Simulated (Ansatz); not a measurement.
Run this with Ansatz 0.2.0 through its Python package and show what comes out.

`conformers_c4h4n2.py`:
```python
import ansatz as az
from rdkit import Chem
from rdkit.Chem import AllChem


def main() -> None:
    rd = Chem.AddHs(Chem.MolFromSmiles("N#CCCC#N"))
    ids = list(AllChem.EmbedMultipleConfs(rd, numConfs=20, randomSeed=982, pruneRmsThresh=0.4))
    field = [energy for _, energy in AllChem.MMFFOptimizeMoleculeConfs(rd)]
    distinct = {round(e, 2): i for i, e in zip(ids, field)}
    chosen = sorted(distinct.items())[:5]
    found = []
    for force_field, index in chosen:
        geometry = az.Crystal.molecule()
        for atom, xyz in zip(rd.GetAtoms(), rd.GetConformer(index).GetPositions()):
            geometry = geometry.atom(atom.GetSymbol(), xyz.round(5).tolist())
        base = geometry.calculation().basis(gaussian="cc-pVDZ").functional("r2scan", dispersion="d3bj")
        found.append(base.run().report["free_energy_ev"])
    print("conformer   MMFF (kcal/mol)   this level (eV)")
    for (force_field, index), e in zip(chosen, found):
        print(f"{index:9d} {force_field - chosen[0][0]:17.2f} {(e - min(found)):17.3f}")


if __name__ == "__main__":
    main()
```

```console
$ python conformers_c4h4n2.py
DeckWarning: the engine holds no damping parameters fitted to this dispersion correction and functional, so the run takes those fitted to r2scan beside the three-body term, which d3bj leaves out (hamiltonian.dispersion, under Limitations)
conformer   MMFF (kcal/mol)   this level (eV)
        0              0.00             0.000
        2              0.59             0.045
```
(Warnings from the package without file and line.)

Notes:
- The conformers keep their force-field geometries.
- A dispersion term here runs with damping parameters fitted for another variant or functional.
- It ran for 19 s on 1 thread of Arm Neoverse N1 (shared host), peak memory 0.28 GiB.
